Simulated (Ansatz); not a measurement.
CH2F (`[CH2]F`) radical. Charge 0, multiplicity 2. The structure was optimised at the PBE0-D4/def2-TZVP level.

```xyz
4

C    -0.064   -0.129   -0.024
F     0.320    0.885   -0.795
H    -0.989    0.029    0.515
H     0.733   -0.784    0.304
```

What is the dipole moment at PBE/def2-TZVPP? (An estimate is asked.)

Ansatz gave: 1.14 D, with components (-0.19, -0.63, 0.92) D in this frame, pointing from negative to positive charge.

And with r2SCAN, B3LYP, ωB97M-V? (Best estimate.)

Ansatz gave: r2SCAN 1.24 D, B3LYP 1.29 D, ωB97M-V 1.27 D.

Give the Mulliken charges with PBE, B3LYP, ωB97M-V in def2-TZVPP. (Estimate.)

Ansatz gave: 
| atom | PBE | B3LYP | ωB97M-V |
| --- | --- | --- | --- |
| C1 | -0.06 | -0.04 | -0.05 |
| F2 | -0.15 | -0.19 | -0.18 |
| H3 | 0.10 | 0.11 | 0.12 |
| H4 | 0.10 | 0.11 | 0.12 |

B3LYP here is the variant with VWN-RPA as its local correlation; programs differ in this.
